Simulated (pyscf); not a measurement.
## Four-centre exchange: Cl–Si:–Cl [singlet] + NH₃ → HCl + H₂N–Si:–Cl [singlet]

Gas phase, singlet surface, charge 0. Bonds broken: Cl1–Si2, N4–H5. Bonds formed: Cl1–H5, Si2–N4. Optimised with ωB97X-D3(BJ)/def2-SVP in PySCF. Correlated levels are frozen-core, on RHF or UHF. ΔMP2 is the change of the MP2 total energy from the triple- to the quadruple-zeta basis.

Transition state (Å):

```xyz
7

Cl     0.8203     0.4404     1.2126
Si    -1.7100    -0.4045     0.6692
Cl    -1.1282    -2.3523     0.1434
N     -1.0754     0.3702    -0.8640
H      0.1639     0.5921    -0.0408
H     -1.5069     1.2453    -1.1621
H     -0.8762    -0.2278    -1.6668
```

One imaginary mode, 589i cm⁻¹; descent along it reached the two sides named, in the forms told below.

```csv
bond,change,reactant side (Å),saddle,product side
Cl1–Si2,breaks,2.145,2.7,3.5
N4–H5,breaks,1.025,1.504,2.165
Cl1–H5,forms,2.8,1.423,1.293
Si2–N4,forms,2.063,1.831,1.734
```

Electronic energies relative to the separated reactants (kcal/mol):

| level | barrier | reaction energy | reverse barrier |
|---|---|---|---|
| ωB97X-D3(BJ)/def2-TZVP | 7.8 | +4.4 | 3.4 |
| PBE/def2-TZVP | 5.9 | +5.1 | 0.8 |
| r²SCAN/def2-TZVP | 5.9 | +3.9 | 2.0 |
| B3LYP-D3(BJ)/def2-TZVP | 7.3 | +4.0 | 3.4 |
| PBE0-D3(BJ)/def2-TZVP | 5.5 | +4.2 | 1.3 |
| M06-2X/def2-TZVP | 7.6 | +3.0 | 4.6 |
| ωB97M-D3(BJ)/def2-TZVP | 8.4 | +3.5 | 5.0 |
| HF/def2-TZVP | 21.5 | +2.5 | 19.0 |
| MP2/def2-QZVPP | 8.2 | +3.5 | 4.8 |
| CCSD/def2-TZVPP | 12.2 | +2.3 | 9.9 |
| CCSD(T)/def2-TZVPP | 10.3 | +2.7 | 7.6 |
| CCSD(T)/def2-TZVPP + ΔMP2(QZVPP) | 10.4 | +3.1 | 7.3 |

With CCSD(T)/def2-TZVPP + ΔMP2(QZVPP) energies and thermal terms (ideal gas, 1 atm, RRHO with modes under 100 cm⁻¹ raised to 100, one conformer, R ln 2 for chiral ones without a mode under 150 cm⁻¹), in kcal/mol:

```csv
T (K),ΔH‡,ΔG‡,ΔH,ΔG
298,8.0,18.6,+1.4,+1.8
600,8.4,29.2,+2.0,+2.0
900,9.3,39.4,+2.5,+2.0
1200,10.2,49.4,+3.1,+1.7
```

On the reactant side the descent ends in an adduct with a N–Si contact, 26.0 kcal/mol under the separated species and 33.8 kcal/mol under the saddle at ωB97X-D3(BJ)/def2-TZVP. What is counted as formed (N–Si) is already present as a longer contact in the reactant adduct; forming that adduct is a step of its own. One saddle was located; it need not be the lowest between these sides. The CCSD(T) − MP2 part came from Ansatz, without density fitting, on the same reference.
